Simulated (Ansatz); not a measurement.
## Ansatz (development build ahead of 0.2.0) run

```yaml
crystal:
  periodic: [false, false, false]
  atoms:
    - { symbol: C, position_ang: [0.03357, -0.00103, 0.03704] }
    - { symbol: H, position_ang: [1.11298, -0.01198, 0.04772] }
    - { symbol: H, position_ang: [-0.52262, 0.98531, -0.02801] }
    - { symbol: H, position_ang: [-0.5979, -0.93908, 0.01024] }
basis:
  gaussian: { orbitals: aug-cc-pVDZ }
total_charge: 1
hamiltonian:
  xc: hf
correlation:
  method: mp2
  frozen_orbitals: { C: 1, H: 0 }
```

The input is written out in the form of the current development build from the run's settings.

Output:

| Quantity | Value |
| --- | --- |
| Converged | yes |
| Reference energy | -39.23331 hartree |
| Correlation energy | -0.10968 hartree |
| Total energy | -39.34299 hartree |
| Spin squared of the determinant | 0.000 |
